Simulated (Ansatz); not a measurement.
Reactions of water.

Program: Ansatz. Geometries: PBE0-D4/def2-TZVP. ΔE: electronic, gas phase. CBS: def2 TZ/QZ extrapolation, frozen cores. DFT in def2-TZVPP. B3LYP here is the variant with VWN-RPA as its local correlation; programs differ in this. No spin–orbit coupling; open shells (•) take unrestricted orbitals. Spin–orbit coupling would lower the free atoms: a little for Cl, F, O.

```csv
reaction,CCSD(T)/CBS(def2) (eV)
H₂O + Cl• → `[OH]`• + HCl,0.81
H₂O + `[CH3]`• → `[OH]`• + CH₄,?
H₂O + `[SiH3]`• → `[OH]`• + SiH₄,1.27
H₂O → H• + `[OH]`•,5.46
H₂O + F• → `[OH]`• + H–F,?
H₂O → 2 H• + O•,10.12
```

(1) Fill in the missing values. (Best estimate.)

Largest T1 diagnostic: 0.015, for `[SiH3]`•.

Results:

(1) Ansatz gave: H₂O + `[CH3]`• → `[OH]`• + CH₄: +0.58 eV; H₂O + F• → `[OH]`• + H–F: -0.69 eV.
